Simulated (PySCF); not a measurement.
Species: oxetane, C₃H₆O.
Numbering: `[CH2:1]1[CH2:2][O:3][CH2:4]1` (hydrogens: H5, H6 on C1; H7, H8 on C2; H9, H10 on C4)

Structure used (PBE0-D3(BJ)/def2-SVP), in Å, numbered top down from 1:
```
atom  x, y, z in Å
C1    -0.1582    0.6402   -0.4997
C2     0.9909   -0.1749    0.1066
O3     0.0872   -1.0100    0.8242
C4    -1.0448   -0.3196    0.3033
H5    -0.2035    1.6941   -0.1933
H6    -0.2593    0.5796   -1.5918
H7     1.6052   -0.7432   -0.6151
H8     1.6713    0.3802    0.7770
H9    -1.6558    0.1440    1.0985
H10   -1.6999   -0.9781   -0.2953
```

Computed with core-valence-separated Tamm–Dancoff BHandHLYP/aug-pcX-1 (pcseg-1 on H) in PySCF, non-relativistic, gas phase, PBE0-D3(BJ)/def2-SVP geometry. Absolute energies from this functional tend to lie a few eV below measured edges; no shift was applied.

The lowest roots of each edge with f over 0.003 (five at most, numbered afresh; weaker and dark ones are left out), with transition dipoles (au) in the frame of the coordinates:

```json
{"root": "1", "edge": "C", "E (eV)": "285.70", "μx": "-0.0047", "μy": "0.0321", "μz": "-0.0254"}
{"root": "2", "edge": "C", "E (eV)": "286.01", "μx": "0.0019", "μy": "0.0384", "μz": "0.0481"}
{"root": "3", "edge": "C", "E (eV)": "286.22", "μx": "0.0423", "μy": "0.0030", "μz": "-0.0041"}
{"root": "4", "edge": "C", "E (eV)": "286.50", "μx": "-0.0504", "μy": "-0.0029", "μz": "0.0043"}
{"root": "5", "edge": "C", "E (eV)": "286.50", "μx": "0.0069", "μy": "-0.0499", "μz": "0.0403"}
{"root": "6", "edge": "O", "E (eV)": "532.92", "μx": "0.0032", "μy": "-0.0210", "μz": "0.0172"}
{"root": "7", "edge": "O", "E (eV)": "533.32", "μx": "-0.0496", "μy": "-0.0035", "μz": "0.0048"}
{"root": "8", "edge": "O", "E (eV)": "533.95", "μx": "0.0018", "μy": "-0.0122", "μz": "0.0102"}
{"root": "9", "edge": "O", "E (eV)": "534.59", "μx": "-0.0029", "μy": "0.0195", "μz": "-0.0156"}
{"root": "10", "edge": "O", "E (eV)": "534.84", "μx": "-0.0354", "μy": "-0.0025", "μz": "0.0034"}
```

**Question.** What are the oscillator strengths?

**Answer.** f = (2/3) ΔE |μ|², with ΔE in hartree (27.2114 eV):

| root | ΔE (Eh) | \|μ\|² (au) | f | core hole on |
| --- | --- | --- | --- | --- |
| 1 | 10.4992 | 0.001698 | 0.012 | C1 |
| 2 | 10.5109 | 0.003792 | 0.027 | C1 |
| 3 | 10.5184 | 0.001815 | 0.013 | C1 |
| 4 | 10.5286 | 0.002567 | 0.018 | C2/C4 |
| 5 | 10.5287 | 0.004162 | 0.029 | C1 + C2/C4 |
| 6 | 19.5845 | 0.000747 | 0.010 | O3 |
| 7 | 19.5992 | 0.002495 | 0.033 | O3 |
| 8 | 19.6223 | 0.000256 | 0.003 | O3 |
| 9 | 19.6457 | 0.000632 | 0.008 | O3 |
| 10 | 19.6551 | 0.001271 | 0.017 | O3 |

**Question.** Molecules are fixed in this frame and the field points along z. What effective strengths 3 f cos²θ do the roots have (θ between field and μ)?

**Answer.** root 1 (C1): 0.014, root 2 (C1): 0.049, root 3 (C1): 0.000, root 4 (C2/C4): 0.000, root 5 (C1 + C2/C4): 0.034, root 6 (O3): 0.012, root 7 (O3): 0.001, root 8 (O3): 0.004, root 9 (O3): 0.010, root 10 (O3): 0.000. Root 2 is the strongest. Averaged over all orientations cos²θ is 1/3, which gives f back. For degenerate partners only the sum has meaning, as the program may mix them freely.

